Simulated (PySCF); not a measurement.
**Orbital energies and ionisation energy**

tert-butylhydrazine, C4H12N2.
Geometry (PBE0-D3(BJ)/def2-SVP, Å), atoms numbered from 1 in this order:
```
atom  x, y, z in Å
C1    -0.426   -0.862    1.154
C2     0.190   -0.144   -0.045
C3     1.266   -1.020   -0.680
C4     0.804    1.190    0.401
N5    -0.846    0.030   -1.070
N6    -1.955    0.817   -0.762
H7     0.337   -1.077    1.917
H8    -1.208   -0.249    1.627
H9    -0.882   -1.812    0.834
H10    1.702   -0.525   -1.563
H11    0.834   -1.977   -1.006
H12    2.084   -1.220    0.028
H13    1.576    1.040    1.173
H14    0.046    1.863    0.834
H15    1.272    1.708   -0.452
H16   -0.426    0.387   -1.926
H17   -1.729    1.616   -0.163
H18   -2.651    0.254   -0.281
```

Level: CAM-B3LYP/def2-SVPD (PySCF). Frontier orbitals with their largest atomic shares (Löwdin; up to four atoms above 4 %):

| orbital | ε (eV) | main atoms |
| --- | --- | --- |
| HOMO−3 | -11.02 | C4 20 %, C2 18 %, C1 14 %, C3 12 % |
| HOMO−2 | -10.84 | C2 23 %, C3 20 %, C1 20 %, C4 7 % |
| HOMO−1 | -8.60 | N6 63 %, N5 12 %, H18 6 %, H17 6 % |
| HOMO | -8.06 | ? |
| LUMO | 1.20 | C4 16 %, C1 12 %, C3 9 %, H13 7 % |
| LUMO+1 | 1.93 | C3 16 %, H18 11 %, H17 10 %, H10 10 % |
| LUMO+2 | 2.18 | C1 14 %, C4 12 %, H9 10 %, H15 10 % |

Q: What vertical ionisation energy does ΔSCF give, and how far is −ε(HOMO) from it?

A: ΔSCF: 8.89 eV (858 kJ/mol; threshold wavelength 140 nm); ⟨S²⟩ of the doublet left behind is 0.754, against 0.75 for a pure doublet. −ε(HOMO) is 8.06 eV, 0.83 eV below it. In exact Kohn–Sham theory the two would be equal; CAM-B3LYP (range-separated hybrid) falls short of its own ΔSCF value by 9 %.

Q: On which atoms does the HOMO lie?

A: N5 (hydrazine nitrogen) 59 %, N6 (hydrazine nitrogen) 11 %, C2 (sp3 carbon bound to nitrogen) 7 %, C4 (methyl carbon) 7 %, so more than half of it is on one atom. The HOMO−1 lies 0.54 eV lower.

Q: How many of the 10 lowest singlet excitations (vertical TDDFT, same level) lie below the ionisation energy?

A: All 10; they run from 6.36 to 8.44 eV.

Q: With α = 68.4 au, estimate the like-pair dispersion coefficient by London's formula C6 = (3/4)α²I.

A: I = 0.3266 Eh, so C6 ≈ 1150 au; the Casimir–Polder integral at the same level gives 2130 au, 1.85 times as much.

Isolated species at its PBE0-D3(BJ)/def2-SVP geometry (one conformer only).

The run behind these numbers computed excited states and ΔSCF ions as well. On one thread of an AMD EPYC 9R14, no GPU (shared host), this took 1.9 min and 1.0 GiB of memory at its peak.
